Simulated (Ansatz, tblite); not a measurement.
Cost and result up the ladder for the cluster Li2H3 (5 atoms). Total charge 0; doublet. Geometry: PBE0-D4/def2-TZVP.

```xyz
5

Li    0.4142   -2.4560   -0.2334
Li    0.5398    0.0909   -0.5532
H    -0.1681    1.9467   -0.0407
H    -0.5251    1.4543    0.4093
H    -0.2607   -1.0360    0.4179
```

Ansatz on 4 threads of Arm Neoverse V1 on a shared host; xTB runs through tblite on one thread. Times are rough, summed over both states, and most runs start from the orbitals of an earlier one. CCSD(T)/def2-TZVPP serves as the yardstick here, not as an exact answer. The other state is a singlet.

The xTB rows come from tblite. Correlated methods freeze no core orbitals; core or outer-core shells of Li are correlated, in sets that lack core-valence functions. In the doublet, H3 and H4 lie 0.76 Å apart (atoms count from 1), so H2 has formed as a molecule. The structure comes from a short search, and lower isomers may exist.

Correlated methods converge slowly with the basis.

Raw xTB energies of ions are shifted by several eV, and xTB has no spin-polarisation term.

```
              level  functions  wall time
           GFN2-xTB         11    0.003 s
           GFN1-xTB         14    0.004 s
   PBE-D4/def2-TZVP         46     0.55 s
  PBE0-D4/def2-TZVP         46     0.75 s
r2SCAN-D4/def2-TZVP         46      1.4 s
 CCSD(T)/def2-TZVPP         80      2.3 s
```

(1) Estimate what each level gives for the vertical IE (eV).

Answers

(1) 
```
              level  vertical IE (eV)  difference from CCSD(T)/def2-TZVPP (eV)
           GFN2-xTB              8.59                                     4.13
           GFN1-xTB             10.83                                     6.37
   PBE-D4/def2-TZVP              4.82                                     0.36
  PBE0-D4/def2-TZVP              4.78                                     0.31
r2SCAN-D4/def2-TZVP              4.70                                     0.24
 CCSD(T)/def2-TZVPP              4.46                                     0.00
```
